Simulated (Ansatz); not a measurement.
```yaml
crystal:
  periodic: [false, false, false]
  atoms:
    - {symbol: Al, position_ang: [0.526164, 0.921304, 0.007284]}
    - {symbol: H, position_ang: [2.126087, 0.934820, 0.026669]}
    - {symbol: H, position_ang: [-0.256032, 2.315890, -0.050424]}
    - {symbol: C, position_ang: [-0.451611, -0.777874, 0.020486]}
    - {symbol: H, position_ang: [-0.538433, -1.159708, -1.012159]}
    - {symbol: H, position_ang: [-1.474966, -0.677759, 0.410128]}
    - {symbol: H, position_ang: [0.068801, -1.556662, 0.598006]}
basis:
  gaussian: {orbitals: 6-31G, fitting: {mean_field: cc-pVTZ-jkfit}, final_grid: {core_spheres: 5, valence_spheres: 4, degree: 11}}
total_charge: 1
magnetization: {spin_polarized: true, initial_magnetization: 1}
hamiltonian: {xc: {name: r2SCAN0}, dispersion: d3bj}
scf: {lower_state_search: off}
output: {forces: true}
```

```sh
$ ansatz run in.yaml --threads 4 --pin off --events-out ev --progress --plain --max-ram 3916MiB
```

It prints (some lines left out):

```
Warning: the engine holds no damping parameters fitted to this dispersion correction and functional, so the run takes those fitted to r2scan0 beside the three-body term, which d3bj leaves out (hamiltonian.dispersion, under Limitations)
Functional definition: r2SCAN0
350 factors; integrals over basis functions are off by at most 1.7e-3 eV
mean field evaluation 1: about -7691.0848 eV, gradient 4.4e1 eV
mean field evaluation 2: about -7679.3666 eV, gradient 5.4e1 eV
mean field evaluation 4: about -7701.3081 eV, gradient 9.9e-1 eV
mean field evaluation 8: about -7701.3136 eV, gradient 3.2e-2 eV
mean field evaluation 16: about -7701.5559 eV, gradient 1.1e0 eV
mean field -7701.62866009 eV, -283.0296329071 hartree, gradient 5.6e-6 eV, S^2 0.759651; 0 other end points of the search recorded, 0 dependent functions left out
reference -7701.62866855 eV, -283.0296332179 hartree; 12, 11 occupied and 20, 21 virtual orbitals, 350 factors
Total energy: -7701.65433519 eV, -283.0305764493 hartree
Atom 0 at     0.526164     0.921304     0.007284 Å, force     1.505727     2.607801    -0.027887 eV/Å
Atom 1 at     2.126087     0.934820     0.026669 Å, force     0.095818    -0.738472     0.025208 eV/Å
Atom 2 at    -0.256032     2.315890    -0.050424 Å, force    -0.681041    -0.284306     0.001391 eV/Å
Atom 3 at    -0.451611    -0.777874     0.020486 Å, force    -2.299825    -4.106155    -0.175468 eV/Å
Atom 4 at    -0.538433    -1.159708    -1.012159 Å, force     0.482496     0.828597    -0.166684 eV/Å
Atom 5 at    -1.474966    -0.677759     0.410128 Å, force     0.325564     0.894217     0.157833 eV/Å
Atom 6 at     0.068801    -1.556662     0.598006 Å, force     0.571261     0.798319     0.185607 eV/Å
Dipole moment:    -0.113090    -0.202912    -0.009440 e Å
Checks for a lower state left out: stability, starts, cluster_reference, orbital_swaps, neighbouring_geometries, increment
```

Hardware: 4 threads of Arm Neoverse V2 on a shared host. Wall time 0.7 s.

The dipole of an ion depends on the origin.
